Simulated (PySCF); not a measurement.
Core-level binding energies of benzene

Compound: benzene, C6H6.
Bonds: C1–C2 (aromatic), C2–C3 (aromatic), C3–C4 (aromatic), C4–C5 (aromatic), C5–C6 (aromatic), C1–C6 (aromatic). Hydrogens: H7 on C1; H8 on C2; H9 on C3; H10 on C4; H11 on C5; H12 on C6.

Theory: PySCF, delta-SCF UKS SCAN, pcX-2 on the ionised atom, pcseg-1 elsewhere, spin-free X2C. Binding energies are ΔSCF values: E(core-ionised, relaxed orbitals) − E(ground state) at a fixed geometry, referred to the vacuum level.

**Question.** List the computed XPS lines with their assignment.

**Answer.** 
```tsv
atom(s)	environment	level	binding energy (eV)	count
C1 (×6)	aromatic CH carbon	C 1s	290.21	6
```

**Question.** What is the longest wavelength that can ionise C 1s of C1 (×6) vertically?

**Answer.** λ = hc/E = 12398.42 eV Å / 290.21 eV = 42.722 Å.

**Question.** Which photon energy gives electrons from C 1s of C1 (×6) a kinetic energy of 20 eV, and what is their de Broglie wavelength?

**Answer.** hν = 290.21 + 20 = 310.21 eV, recoil neglected; λ = 12.264 Å/√(E/eV) = 2.74 Å.

Atoms equivalent by their bonding share one computed value, that of the first of them. Geometry: GFN2-xTB; no solvent, vibrations or thermal averaging.
